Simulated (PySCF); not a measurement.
Bonds (- single, = double, # triple, : aromatic): Cl1-C2 1.783 Å, C2-C3 1.531 Å, C3-C4 1.542 Å, C4-C5 1.542 Å, C5-C2 1.531 Å. C2 carries H6; C3 carries H7, H8; C4 carries H9, H10; C5 carries H11, H12. H8, H9, H11 are cis to Cl1 on the ring; H7, H10, H12 are trans to Cl1 on the ring.

Geometry: PBE0-D3(BJ)/def2-SVP; GIAO shifts from PySCF 2.14.0 with density-fitted response routines, gas phase, non-relativistic, averaged over equivalent atoms.

At PBE0/pcSseg-1 (127 basis functions, 7.7 s wall time on 1 thread of an Intel Xeon 6975P-C, shared host):
```json
{"atoms": "Cl1", "δ (ppm)": "185.5"}
{"atoms": "C2", "δ (ppm)": "56.6"}
{"atoms": "C3/C5", "δ (ppm)": "37.2"}
{"atoms": "C4", "δ (ppm)": "17.2"}
{"atoms": "H6", "δ (ppm)": "4.01"}
{"atoms": "H7/H12", "δ (ppm)": "2.30"}
{"atoms": "H8/H11", "δ (ppm)": "2.07"}
{"atoms": "H9", "δ (ppm)": "1.75"}
{"atoms": "H10", "δ (ppm)": "1.56"}
```

References, each an isolated molecule treated in the same way: HCl for 35Cl (σref 943.27); TMS for 13C (σref 184.41) and 1H (σref 31.27).

What do these become at wB97X-D/pcSseg-2?

Answers


```csv
atoms,δ at wB97X-D/pcSseg-2,change
Cl1,181.4,-4.1
C2,57.7,+1.1
C3/C5,37.6,+0.4
C4,17.6,+0.4
H6,4.14,+0.13
H7/H12,2.31,+0.01
H8/H11,2.13,+0.06
H9,1.79,+0.04
H10,1.61,+0.05
```

References, each an isolated molecule treated in the same way: 35Cl (σref 935.79) against HCl; TMS for 13C (σref 184.42), 1H (σref 31.36).

The largest change is at Cl1 (chlorine bonded to C). Cost: 285 basis functions, 33 s wall time on 1 thread of an Intel Xeon 6975P-C, shared host. The order of the carbon signals is the same at both levels.

Carbons that carry Cl, above all several Cl atoms, come out too deshielded, partly because spin–orbit coupling is missing.
